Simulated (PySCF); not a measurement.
**N2: geometry, coupled-cluster ionisations and excitations**

What coupled-cluster ionisations and excitations should N2 (`N#N`) show?

Computed with PySCF 2.14.0, with density-fitted response routines of our own, on a single molecule in the gas phase. Atoms count from 0, in the outputs and in this text.

## 1. Starting geometry

2 atoms, charge 0, multiplicity 1; geometry from: GFN2-xTB.

Bonds of the start (Å): N0–N1 1.10.

## 2. Relaxing the molecule at PBE0-D3(BJ)/def2-TZVP

The job: settings as JSON, then the geometry in Å.

```
{"job": {"xc": "PBE0", "basis": "def2-TZVP", "d3": "d3bj", "grid": 2, "kind": "geom"}, "charge": 0, "multiplicity": 1}
N      0.000000     0.000000     0.000000
N      0.000000     0.000000     1.098200
```

**Question.** This job is followed by: EOM-CCSD/cc-pVTZ, vertical, frozen core, gas phase. What will the session give for the following? point group; rotational constants (main isotopes); correlation energy, MP2 and CCSD; T1 diagnostic; first ionisation (EOM-IP-CCSD).

**Answer**, as computed:

```
                            quantity              value
                         point group                D∞h
rotational constants (main isotopes)   60.81, 60.81 GHz
    correlation energy, MP2 and CCSD  -10.11, -10.08 eV
                       T1 diagnostic             0.0124
      first ionisation (EOM-IP-CCSD)           15.58 eV
```

**Reading.** Relaxing lowered the energy by 0.006 eV in 2 steps; the close pair that moved most is N0–N1, from 1.098 to 1.089 Å. MP2 recovers 100 % of the CCSD correlation energy. For the hole of the first ionisation, Koopmans' theorem lies 1.65 eV above EOM-IP-CCSD, and it orders the states differently.
